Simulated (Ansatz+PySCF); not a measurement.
doublet CO(-): levels of theory in one basis

```csv
atom,x (Å),y (Å),z (Å)
C,0.0000,0.0000,-0.6446
O,0.0000,0.0000,0.4835
```

Basis set: aug-cc-pVDZ (spherical functions). Left uncorrelated: 2 orbitals. Correlation on ROHF uses semicanonical orbitals with singles. Charge -1, multiplicity 2.

Computed with Ansatz (development build ahead of 0.2.0); each method stands on the lowest determinant of its kind that the runs found. NEVPT2 correlates all electrons. Active spaces start from the frontier orbitals, and the lowest solution found is given.

```
         method  E − E(ROHF) (eV)  <S²> of the determinant
           ROHF              0.00                     0.75
            UHF             -0.03                     0.75
       ROHF-MP2             -8.34                        –
        UHF-MP2             -8.34                     0.76
      ROHF-CCSD             -8.58                        –
       UHF-CCSD             -8.58                     0.75
   ROHF-CCSD(T)             -8.92                        –
   CASSCF(11,8)             -2.23                        –
    CASSCF(3,3)             -0.64                        –
SC-NEVPT2(11,8)             -7.66                        –
```

Task: What does SC-NEVPT2(3,3) give on the same scale?

Result: -8.44 eV. NEVPT2 here correlates all electrons, so it doesn't share the others' frozen core.

Task: Is a single determinant a sound starting point here?

Result: By this sign, yes. Unrestricted orbitals gain 0.03 eV and <S²> is 0.75 against 0.75 for a pure state. The CASSCF(11,8) natural occupations are 2.00, 2.00, 1.99, 1.95, 1.95, 1.00, 0.06, 0.06. The CASSCF(3,3) natural occupations are 1.96, 1.00, 0.04.

Caution for CASSCF(11,8), CASSCF(3,3): other starts end on other solutions of this active space.
